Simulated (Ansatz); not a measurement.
Isolated molecules relaxed with PBE0-D4/def2-TZVP in Ansatz; ΔE leaves out vibrations. CCSD(T)/CBS adds triple-zeta CCSD(T) − MP2 to the extrapolated MP2 energy (def2 sets, frozen cores). Functionals use def2-TZVPP. One conformer a species, not always the lowest.

Consider the isomerisation: `C/C=C/CO` → `C=C(C)CO`.

Task: Is it downhill or uphill in electronic energy at CCSD(T)/CBS, and by how much? (Estimate.)

Result: Ansatz gave: Downhill: ΔE = -3.4 kJ/mol.

Task: What do these levels give: PBE0-D4, ωB97M-V, B2PLYP, HF/def2-QZVPP, SCS-MP2/def2-QZVPP, MP2/CBS(def2)? (An estimate is asked.)

Result: Ansatz gave: PBE0-D4 -1.9, ωB97M-V -3.7, B2PLYP -1.3, HF/def2-QZVPP 0.9, SCS-MP2/def2-QZVPP -3.1, MP2/CBS(def2) -4.2 kJ/mol.

Largest T1 diagnostic among the species: 0.010.

The D4 term adds −3.4 kJ/mol with B3LYP and −1.8 kJ/mol with PBE0; it sums over pairs of atoms, weighted by their polarisabilities, and B3LYP, whose exchange is more repulsive, gets the larger term. In def2-TZVPP, CCSD(T) changes the Hartree–Fock value by −4.4 kJ/mol (the triples alone add −0.7 kJ/mol) and MP2 by −5.2 kJ/mol.

B3LYP here is the variant with VWN-RPA as its local correlation; programs differ in this.
